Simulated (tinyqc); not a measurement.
Worked calculation: extended Hueckel theory, for BH3. One step of it, computed by the program tinyqc.

Problem. Mulliken analysis. P = C n C^T; charge = valence electrons (B 3, H 1) minus the sum of (P S)_ii on the atom; overlap population = 2 sum P_ij S_ij between two atoms.

coefficients:
```
              MO1        MO2        MO3        MO4        MO5        MO6        MO7
1B 2s    0.516767   0.000000  -0.000103   0.032756  -0.000969   0.000000   1.519949
1B 2px   0.000008   0.000000   0.439275   0.000000   1.304962   0.000000   0.001260
1B 2py   0.000000   0.439172   0.000000   0.000000   0.000000   1.305597   0.000000
1B 2pz  -0.001003   0.000000   0.000000   0.999295   0.000042   0.000000  -0.062200
2H 1s    0.287194   0.000000   0.554262  -0.007309  -1.043288   0.000000  -0.801099
3H 1s    0.287180   0.479954  -0.277117  -0.007315   0.522300  -0.904288  -0.799944
4H 1s    0.287180  -0.479954  -0.277117  -0.007315   0.522300   0.904288  -0.799944
```

occupations: 2.000000  2.000000  2.000000  0.000000  0.000000  0.000000  0.000000

overlap S, lower triangle:
```
           1B 2s     1B 2px     1B 2py     1B 2pz     2H 1s     3H 1s     4H 1s
1B 2s   1.000000
1B 2px  0.000000   1.000000
1B 2py  0.000000   0.000000   1.000000
1B 2pz  0.000000   0.000000   0.000000   1.000000
2H 1s   0.492472   0.534093   0.000000  -0.019446  1.000000
3H 1s   0.492498  -0.266841   0.462676  -0.019448  0.094931  1.000000
4H 1s   0.492498  -0.266841  -0.462676  -0.019448  0.094931  0.094806  1.000000
```

Give: charges; Overlap populations.

Solution.

charges: 1B 0.476, 2H -0.159, 3H -0.158, 4H -0.158

Overlap populations:
```
pair      value
2-1    0.812420
3-1    0.812460
3-2   -0.027006
4-1    0.812460
4-2   -0.027006
4-3   -0.026959
```
